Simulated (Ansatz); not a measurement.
Input file:

```yaml
crystal:
  periodic: [false, false, false]
  atoms:
    - {symbol: C, position_ang: [0.000000, 0.000000, 0.000000]}
    - {symbol: Li, position_ang: [0.000000, 0.000000, 2.566000]}
basis:
  gaussian: {orbitals: x2c-TZVPPall}
total_charge: 1
magnetization: {spin_polarized: false}
hamiltonian: {xc: {name: r2SCAN}}
correlation: {method: ccsd, electrons: all}
```

```sh
$ ansatz run in.yaml --threads 1 --pin off --events-out ev --progress --plain --max-ram 2393MiB
```

Task: Roughly how long does this take on 1 thread of Arm Neoverse V1, shared host, and how much host memory?

Result: 3.2 s wall and 0.1 GiB.

```
338 factors; integrals over basis functions are off by at most 8.0e-4 eV
mean field evaluation 1: about -1224.5494 eV, gradient 2.5e1 eV
mean field evaluation 2: about -1224.5493 eV, gradient 2.5e1 eV
mean field evaluation 4: about -1226.6668 eV, gradient 1.2e0 eV
mean field evaluation 8: about -1226.6746 eV, gradient 2.6e-3 eV
mean field evaluation 16: about -1225.5435 eV, gradient 5.5e0 eV
mean field evaluation 32: about -1226.6745 eV, gradient 1.1e-1 eV
mean field -1226.67455539 eV, -45.0794584406 hartree, gradient 1.7e-6 eV, S^2 0.000000; 5 other end points of the search recorded, 0 dependent functions left out; unrestricted orbitals would lower it
mean field evaluation 64: about -1222.8321 eV, gradient 1.4e-1 eV
unrestricted determinant -1222.83223171 eV, -44.9382556500 hartree, S^2 0.9955
reference -1221.40115527 eV, -44.8856645607 hartree; 4, 4 occupied and 46, 46 virtual orbitals, 338 factors
second order -3.59795284 eV of doubles, -0.06864034 eV of singles
cycle   1  -4.24268956 eV  change   -5.8e-1 eV  update   6.0e-2
cycle   2  -4.52279918 eV  change   -2.8e-1 eV  update   3.3e-2
cycle   3  -4.55661538 eV  change   -3.4e-2 eV  update   2.0e-2
cycle   4  -4.58305799 eV  change   -2.6e-2 eV  update   1.5e-2
cycle   5  -4.62272504 eV  change   -4.0e-2 eV  update   1.0e-2
cycle   6  -4.63017539 eV  change   -7.5e-3 eV  update   3.5e-3
cycle   7  -4.63053778 eV  change   -3.6e-4 eV  update   1.2e-3
cycle   8  -4.63143024 eV  change   -8.9e-4 eV  update   4.0e-4
cycle   9  -4.63146737 eV  change   -3.7e-5 eV  update   1.6e-4
cycle  10  -4.63133096 eV  change    1.4e-4 eV  update   4.9e-5
cycle  11  -4.63135327 eV  change   -2.2e-5 eV  update   1.3e-5
cycle  12  -4.63135014 eV  change    3.1e-6 eV  update   4.4e-6
Total energy: -1226.03250541 eV, -45.0558635391 hartree
Relativity: scalar
```
